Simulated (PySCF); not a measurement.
AlH3O2, closed shell: at the end structure of a reaction step.

The script, run.py:

```python
import json, numpy as np
from pyscf import gto, scf, dft, mp, cc
EV, BOHR = 27.211386245988, 0.529177210903
mol = gto.M(atom="""
Al 0.424744 0.323938 0.391795
H -0.229023 -1.373122 -0.806495
O 1.839062 -0.018131 1.049381
H 0.445755 -1.541386 -0.489712
O -1.046414 0.877856 -0.196229
H -1.459645 1.724216 -0.038094
""", basis="def2-tzvpp", charge=0, spin=0, max_memory=8670, verbose=0)
def mean_field(mol, dm=None):
    mf = dft.RKS(mol, xc="b3lypg").density_fit()
    mf.conv_tol = 1e-9; mf.grids.level = 4
    mf.kernel(dm0=dm)
    if not mf.converged: mf = mf.newton().run(mf.mo_coeff, mf.mo_occ)
    assert mf.converged
    return mf
def d4(mol):
    from pyscf.dispersion.dftd4 import DFTD4Dispersion
    real = gto.M(atom=[(mol.atom_pure_symbol(i), mol.atom_coord(i)) for i in range(6)], unit='B', charge=mol.charge, spin=None, basis='def2-svp', verbose=0)
    r = DFTD4Dispersion(real, xc="b3lyp", atm=True).get_dispersion(grad=True); return r["energy"], r["gradient"]
def energy_and_gradient(mol, dm=None):
    mf = mean_field(mol, dm); e, g = d4(mol)
    return mf, (mf.e_tot + e) * EV, (mf.nuc_grad_method().kernel()[:6] + g) * EV / BOHR
out = {}
mf = mean_field(mol); e = d4(mol)[0]
out.update(energy=(mf.e_tot + e) * EV, converged=True, dispersion=e * EV)
out['s2'] = mf.spin_square()[0]; out['nelec'] = mol.nelec
print(f"Total energy {out['energy']:.6f} eV, <S^2> {out['s2']:.4f}")
json.dump(out, open("out.json", "w"), default=float)
```

Command:

```bash
OMP_NUM_THREADS=4 python run.py
```

It printed (PySCF 2.14):

```
Total energy -10743.198667 eV, <S^2> 0.0000
```

The run took about 4.6 s on 4 CPU threads of an Arm Neoverse V2 (shared host).
